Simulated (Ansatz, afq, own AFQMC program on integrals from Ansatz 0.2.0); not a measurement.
Two steps: Ansatz 0.2.0 writes the Fock matrix and Cholesky factors of the valence space, and afq projects on them the lowest state that overlaps trial and start.

```yaml
crystal:
  periodic: [false, false, false]
  atoms:
    - {symbol: N, position_ang: [0.000000, 0.000000, 0.000000]}
    - {symbol: H, position_ang: [0.000000, 0.000000, 0.821000]}
basis:
  gaussian: {orbitals: cc-pVDZ}
magnetization: {spin_polarized: false, initial_magnetization: 2}
correlation: {method: ccsd_t, electrons: outside_noble_gas, hamiltonian_folder: ham}
```

```sh
$ ansatz run in.yaml --threads 1 --pin off --events-out ev --progress --plain --max-ram 16896MiB --backend cuda --devices 0, --max-vram 18GiB
```

Options of the walk:

```
--method phaseless --trial cisd --walkers 4000 --populations 20 --least-time 60 --time-step 0.005 --steps-per-block 50 --equilibration-blocks 28 --max-blocks 4000 --target-error 0.00015 --factor-cut 1e-05 --start spin_pure --seed 4775 --release-times 0.24,0.51,0.99,1.62,2.4 --release-step 0.03 --release-every 3 --taylor-order 6
```

Times are imaginary, in 1/Eh. The walk had a cap of 122 s. With eight or more populations the least sampling time is a fifth of least-time, and the error comes from their spread.

Output of the walk:

```
orbitals 18  electrons 4 2  factors 119 of 178
reference energy -54.90480001 Eh
CCSD correlation -0.12255356 Eh in 8 cycles, weight of the determinant in the CISD state 0.9614
energy of the start -55.027350 Eh
 block  time / (1/Eh)  mean weight  energy / Eh
     1     0.250  0.9999  -55.027162
     2     0.500  0.9999  -55.027749
     3     0.750  0.9999  -55.028262
     4     1.000  1.0002  -55.028703
     5     1.250  1.0002  -55.028802
    12     3.000  1.0000  -55.028897
    19     4.750  1.0000  -55.029039
    26     6.500  1.0003  -55.029075
    33     8.250  1.0000  -55.028872
    40    10.000  0.9998  -55.028883
    47    11.750  1.0002  -55.028742
    54    13.500  0.9999  -55.028864
    57    14.250  1.0005  -55.028568
    61    15.250  1.0002  -55.028742
    68    17.000  1.0001  -55.028768
    75    18.750  1.0003  -55.028696
    78    19.500  0.9999  -55.028975
error from the spread of 20 populations
released: time / (1/Eh)  energy / Eh  error  mean overlap
  0.24  -55.028847  0.000019  0.9998
  0.51  -55.028842  0.000024  1.0009
  0.99  -55.028889  0.000015  1.0002
  1.62  -55.028886  0.000018  0.9988
  2.40  -55.029003  0.000091  0.9946
energy -55.028818 +/- 0.000025 Eh
(rows thinned)
```

The run passed its tests (sampling time, drift between the halves within three errors, error under three times the target), which doesn't prove that it has relaxed.

Against this walk (error 0.7 meV) on the same determinant: CCSD(T) 6.1 meV higher, CCSDT(Q) 1.8 meV lower, CCSDTQ 2.1 meV lower, full CI 2.2 meV lower. The error is statistical and leaves out the bias of the constraint. Released to 1.62 1/Eh the energy lies 1.8 ± 0.9 meV (both errors) below the phaseless value, which shows part or all of the bias of the constraint, and full CI lies 0.4 meV below the released value.

Cautions: constraint bias not in the error; lower spins were not checked.

The walk took 21 s on 1 × NVIDIA H100 80GB HBM3 with 2 threads of AMD EPYC 7R13 Processor (Zen 3), on a shared host (the card was shared). The log's last line is the phaseless energy.

CCSDT and higher add their correlation energy to the determinant of the CCSD(T) run, since their own runs factorise the integrals more tightly (a shift of under 2 meV). A walk keeps the symmetry of its determinant, which the program's search chose and which needn't be the lowest solution, so a lower state of the same spin and another symmetry isn't excluded.
